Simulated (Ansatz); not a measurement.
# BH4OSi+ (SMILES OB[SiH2+]): functionals against CCSD(T) at one geometry

One table from this session's results is given with a row withheld; the runs are named, their logs left out.

Program: Ansatz 0.2.0, Gaussian basis. Level of theory: single points in def2-TZVPP. These are calculated values, not measurements.

Cores are frozen in the correlated methods.

**The system as given**

7 atoms, charge 1, spin multiplicity 1.

Atoms are counted from 1 here; the program's logs count them from 0.

Bond lengths: O1–B2 1.300 Å, O1–H4 0.954 Å, B2–Si3 2.049 Å, B2–H5 1.217 Å, Si3–H6 1.510 Å, Si3–H7 1.513 Å. Angles: B2–O1–H4 114.3°, O1–B2–Si3 116.5°, O1–B2–H5 128.9°, Si3–B2–H5 114.6°, B2–Si3–H6 125.5°, B2–Si3–H7 122.0°, H6–Si3–H7 112.0°.

As a file:

```xyz
7
BH4OSi
O    -1.52911    0.22165   -0.48477
B    -0.35236   -0.31786   -0.60842
Si    1.02989    0.16400    0.82518
H    -2.15635   -0.04696   -1.15219
H     0.04978   -1.08534   -1.46272
H     0.91373   -0.15410    2.29702
H     2.39489    0.71007    0.46952
```

The first run:

run/in.yaml reads:

```yaml
crystal:
  periodic: [false, false, false]
  atoms:
    - {symbol: O, position_ang: [-1.529110, 0.221645, -0.484774]}
    - {symbol: B, position_ang: [-0.352365, -0.317863, -0.608424]}
    - {symbol: Si, position_ang: [1.029888, 0.164001, 0.825182]}
    - {symbol: H, position_ang: [-2.156348, -0.046965, -1.152192]}
    - {symbol: H, position_ang: [0.049782, -1.085338, -1.462724]}
    - {symbol: H, position_ang: [0.913735, -0.154101, 2.297023]}
    - {symbol: H, position_ang: [2.394894, 0.710073, 0.469516]}
basis:
  gaussian: {orbitals: def2-TZVPP}
total_charge: 1
hamiltonian: {xc: pbe, dispersion: d4}
output: {forces: true}
```

Run with:

```bash
ansatz run in.yaml --threads 2 --pin off --events-out ev --progress --plain --max-ram 3481MiB
```

Among the steps run: PBE-D4/def2-TZVPP; r2SCAN-D4/def2-TZVPP; PBE0-D4/def2-TZVPP; wB97M-V/def2-TZVPP; CCSD(T)/def2-TZVPP.

One table of the session follows, with a row left open; its other results are not shown here.

```
   method  RMS force component (eV/Å)  angle to CCSD(T) forces (°)
   PBE-D4                       0.558                         21.9
r2SCAN-D4                           ?                            ?
  PBE0-D4                       0.448                          9.2
  wB97M-V                       0.551                         10.3
  CCSD(T)                       0.623                    reference
```

**Question.** Estimate the row for r2SCAN-D4.

**Answer.** RMS force component (eV/Å): 0.500; angle to CCSD(T) forces (°): 8.6. In the column «RMS force component (eV/Å)» it lies between PBE0-D4 (0.448) and wB97M-V (0.551).

Limits of these values: The reference is not at the basis limit: in triple zeta CCSD(T) underbinds, which counts against methods that bind more; the gaps are no ranking.
